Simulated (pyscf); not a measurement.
# Elimination: `[SiH3][GaH][AsH2]` -> `[SiH3][Ga]=[AsH]` + `[H][H]`

Gas phase, singlet surface, charge 0. Bonds broken: Ga1–H6, As2–H3. Bonds formed: H3–H6. Structures and frequencies: ωB97X-D3(BJ)/def2-SVP in PySCF.

Transition state (Å):

```xyz
9

Ga     0.0363     0.4779    -0.6199
As     0.1581    -0.2854    -2.7884
H      0.2649     1.5731    -2.0055
H     -0.9845     0.6353    -3.1935
Si     1.1612     0.5873     1.4723
H     -0.2751     2.0911    -1.2114
H      1.8398    -0.7055     1.7764
H      0.1796     0.8827     2.5558
H      2.1740     1.6818     1.4243
```

One imaginary mode, 1444i cm⁻¹; descent along it reached the two sides named.

```
bond    change  reactant side (Å)  saddle  product side
------  ------  -----------------  ------  ------------
Ga1–H6  breaks              1.571   1.746           3.0
As2–H3  breaks              1.518   2.020           3.8
H3–H6    forms                4.2   1.091         0.762
```

Electronic energies relative to the reactant's lowest minimum found (kJ/mol):

```
level                   barrier  reaction energy  reverse barrier
----------------------  -------  ---------------  ---------------
ωB97X-D3(BJ)/def2-TZVP    221.9           +106.5            115.4
PBE/def2-TZVP             166.3            +81.7             84.7
r²SCAN/def2-TZVP          180.4            +93.2             87.2
B3LYP-D3(BJ)/def2-TZVP    194.6            +87.9            106.7
PBE0-D3(BJ)/def2-TZVP     190.1           +101.7             88.4
M06-2X/def2-TZVP          199.1            +87.0            112.1
ωB97M-D3(BJ)/def2-TZVP    211.9           +104.4            107.5
HF/def2-TZVP              277.7           +117.8            159.8
```

With ωB97M-D3(BJ)/def2-TZVP energies and thermal terms (ideal gas, 1 atm, RRHO with modes under 100 cm⁻¹ raised to 100, one conformer, R ln 2 for chiral ones without a mode under 150 cm⁻¹), in kJ/mol:

```csv
T (K),ΔH‡,ΔG‡,ΔH,ΔG
298,204.1,207.9,+96.3,+62.2
600,201.7,212.7,+97.9,+26.7
900,200.0,218.6,+96.6,-8.6
1200,198.2,225.0,+93.8,-43.3
```

At the saddle there is also a short Ga–H contact that neither side keeps. H₃Si–Ga=AsH lies 73.6 kJ/mol over its isomer H₃Si–AsH–Ga [singlet] (electronic energy, ωB97M-D3(BJ)/def2-TZVP). One saddle was located; it need not be the lowest between these sides. Elements up to Kr have no core potential and no relativistic terms here.
